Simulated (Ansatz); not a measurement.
Basis-set series for `CC1(F)CO1`. The species carries charge 0 and has multiplicity 1. The structure was optimised at the PBE0-D4/def2-TZVP level.

| functional | basis | functions | energy (Eh) | HOMO (eV) | LUMO (eV) |
| --- | --- | --- | --- | --- | --- |
| PBE0-D4 | def2-TZVPP | 225 | -292.16952 | -8.51 | 1.46 |
| PBE0-D4 | def2-QZVPP | 435 | -292.18526 | -8.55 | 0.82 |
| ωB97M-V | def2-TZVPP | 225 | -292.37823 | -10.93 | 2.86 |
| ωB97M-V | def2-QZVPP | 435 | -292.39331 | -10.97 | 1.88 |

Q: Give the rows for def2-SVP. (Best estimate.)

A: Ansatz gave: 
```csv
functional,basis,functions,energy (Eh),HOMO (eV),LUMO (eV)
PBE0-D4,def2-SVP,95,-291.82883,-8.36,2.08
ωB97M-V,def2-SVP,95,-292.02612,-10.77,3.70
```

Positive LUMOs are unbound and depend on the basis.
